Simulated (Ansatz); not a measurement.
System: BCl3, charge 0, multiplicity 1. SMILES: ClB(Cl)Cl
Geometry from a B3LYP-D3(BJ)/def2-TZVP (Ansatz, an electronic-structure program) optimisation:
```xyz
4

B      0.0000     0.0000     0.0000
Cl     0.0051     1.7450    -0.0247
Cl     1.5085    -0.8773    -0.0189
Cl    -1.5136    -0.8677     0.0437
```
Charge 0, spin multiplicity 1.

**Question.** Give the harmonic wavenumbers at B3LYP-D3(BJ)/def2-TZVP (Ansatz, finite differences of forces, unscaled).

**Answer.** 253, 253, 456, 467, 946, 946 cm⁻¹. Zero-point energy 4.7 kcal/mol.

**Question.** From these and the geometry, give the ideal-gas thermochemistry at 298.15 K and 1 atm (rigid rotor, harmonic oscillator).

**Answer.** Point group D3h, rotational symmetry number 6. Rotational constants 3.121, 3.121, 1.56 GHz. S(trans) 40.19, S(rot) 23.89, S(vib) 5.18, S(elec, spin only) 0.00, S 69.3 cal/(mol K). H(298) - H(0) 3.35 kcal/mol; G - E(el) -12.6 kcal/mol. Tabulated S at 1 bar: 69.3 cal/(mol K) (CRC Handbook, as tabulated in the package chemicals).
